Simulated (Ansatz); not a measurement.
Relaxation of BClH4O (7 atoms, charge 0, multiplicity 1), to a largest force component of 0.03 eV/Å in at most 50 steps.

Method: RKS r2SCAN/def2-SVP (Ansatz).

```xyz
7
Properties=species:S:1:pos:R:3:forces:R:3
B -0.071 -0.235 0.111 -0.02 -0.21 0.74
O -0.083 -0.423 1.480 0.09 0.14 -0.79
H -0.976 -0.546 1.825 -0.06 -0.01 0.01
H 1.014 -0.102 -0.396 -0.01 0.00 0.01
H -1.105 -0.266 -0.517 0.01 0.00 -0.01
Cl 0.054 2.732 0.863 0.31 -0.74 0.70
H 0.407 1.724 1.659 -0.31 0.83 -0.67
```

**Question.** Where does it end, and by what steps?

**Answer.** The forces met the threshold. The force dipped under the threshold on the way, but the program's further checks kept it going. After 20 steps the energy has fallen by 0.116 eV; H5 moved furthest, 1.35 Å.

```tsv
step	energy less start (eV)	largest force component (eV/Å)	accepted
0	0.0000	0.831	yes
1	-0.0249	0.857	yes
2	-0.0359	0.745	yes
3	-0.0456	0.190	yes
4	-0.0208	0.578	no
5	-0.0569	0.312	yes
6	-0.0626	0.079	yes
7	-0.0682	0.138	yes
8	-0.0714	0.272	yes
9	-0.0769	0.543	yes
10	-0.0897	0.097	yes
11	-0.0931	0.177	yes
12	-0.0860	0.747	no
13	-0.1030	0.094	yes
14	-0.1041	0.390	yes
15	-0.1051	0.219	yes
16	-0.1122	0.106	yes
17	-0.1148	0.078	yes
18	-0.1154	0.037	yes
19	-0.1163	0.020	yes
20	-0.1164	0.027	yes
```

```xyz
7
Properties=species:S:1:pos:R:3
B -0.140 -0.418 -0.001
O -0.515 0.137 1.179
H -1.141 -0.392 1.692
H 0.640 0.215 -0.667
H -0.587 -1.494 -0.333
Cl 0.790 2.996 1.588
H 0.193 1.841 1.566
```

Whether the end is a true minimum wasn't checked by a vibrational analysis.

Time of the run: 70 s on 1 thread of Arm Neoverse V1, on a shared host, peak memory 0.13 GiB.
